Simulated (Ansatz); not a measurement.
Ansatz (a quantum-chemistry and plane-wave program) input:

Ansatz 0.2 input:
```yaml
crystal:
  periodic: [false, false, false]
  atoms:
    - {symbol: Al, position_ang: [-0.00000000, 0.00000000, -0.00000000]}
    - {symbol: Cl, position_ang: [-0.00589674, 2.07624780, 0.02827792]}
    - {symbol: Cl, position_ang: [1.80113704, -1.03281539, -0.02893206]}
    - {symbol: Cl, position_ang: [-1.79524030, -1.04343241, 0.00065414]}
basis:
  gaussian:
    orbitals: def2-TZVPD
hamiltonian:
  xc: {name: PBE}
total_charge: -1
magnetization: {spin_polarized: true, initial_magnetization: 1}
```

Problem. Which total energy does the run end on?

Solution. -1622.60594 Eh (PBE/def2-TZVPD). The basis has 181 functions.

This state (charge -1, doublet) is run at the relaxed geometry of the species with charge 0 and multiplicity 1.
